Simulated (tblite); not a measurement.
Compound: C5H7S (doublet state).
Atom-mapped SMILES: `[CH3:1][S:2][C@H:3]1[C@@H:4]2[CH:5][C@H:6]12` (hydrogens: H7, H8, H9 on C1; H10 on C3; H11 on C4; H12 on C5; H13 on C6)

Geometry (GFN2-xTB, Å), atoms numbered from 1 in this order:
```
atom  x, y, z in Å
C1     2.4077    0.2722   -0.1189
S2     1.1922   -1.0551    0.1193
C3    -0.2141   -0.2499   -0.6746
C4    -1.5606   -0.8677   -0.5247
C5    -2.3517    0.3427   -0.7097
C6    -1.2024    0.4803    0.1754
H7     2.0616    1.1727    0.3800
H8     3.3354   -0.0694    0.3276
H9     2.5469    0.4502   -1.1819
H10    0.0626    0.1704   -1.6362
H11   -1.7899   -1.8320   -0.1116
H12   -3.3813    0.4687   -0.4266
H13   -1.1108    0.7175    1.2191
```

Calculated harmonic vibrations of the isolated species, GFN2-xTB (tblite), most abundant isotopes, no scaling. This tight-binding method is rough: wavenumbers can miss measured ones by several per cent, in bad cases by 10 to 20. One conformer, not necessarily the lowest. Open shells enter through the occupations alone, without spin polarisation, and single modes of such species can be off by tens of per cent.

Harmonic wavenumbers (cm⁻¹): 42.6, 136.5, 160.2, 244.9, 310.3, 411.3, 668.3, 733.1, 752.1, 783.9, 834.9, 870.4, 905.8, 947.5, 947.7, 955.9, 998.4, 1051.5, 1078.7, 1122.1, 1194.4, 1314.7, 1317.6, 1418.1, 1448.2, 1450.0, 2972.9, 3020.7, 3030.4, 3064.6, 3086.4, 3102.5, 3115.4.

A = 8960, B = 1760, C = 1603 MHz; mass 99.027 u (most abundant isotopes); point group C1, symmetry number 1; spin multiplicity 2.

Q: What is the zero-point energy?

A: ½Σν̃ = 21746 cm⁻¹ = 62.17 kcal/mol.

Q: What is S at 500 K and 1 bar for an ideal gas of classical rigid rotors and harmonic oscillators?

A: Translation 42.28, rotation 28.49, vibration 29.88, spin (R ln 2) 1.38: S = 102.0 cal/(mol K).

Q: And Cp and H(500 K) − H(0)?

A: Cp = 39.72 cal/(mol K), of which vibrations give 31.77 (their classical limit is 33 R = 65.6); H(500 K) − H(0) = 11.81 kcal/mol without the zero-point energy, 7.83 from vibrations.

Q: Blend soft modes into free rotors: weight 1/[1 + (100 cm⁻¹/ν̃)⁴] for the oscillator and the rest for a rotor with moment μB/(μ + B), μ = h/(8π²ν), B = 10⁻⁴⁴ kg m². What vibrational entropy results?

A: 27.73 cal/(mol K) in place of 29.88, which changes −T·S at 500 K by +1.07 kcal/mol.

Q: Which modes carry the vibrational entropy at 500 K?

A: 42.6 cm⁻¹: 6.16; 136.5 cm⁻¹: 3.86; 160.2 cm⁻¹: 3.54; 244.9 cm⁻¹: 2.72; 310.3 cm⁻¹: 2.28; 411.3 cm⁻¹: 1.76 cal/(mol K); the other 27 give 9.56 together.

Hindered rotation and anharmonicity are outside this model. Other conformers, if any are populated, would add a mixing term that is left out. The structure is chiral; the term R ln 2 for an equal mix with its mirror image is left out.
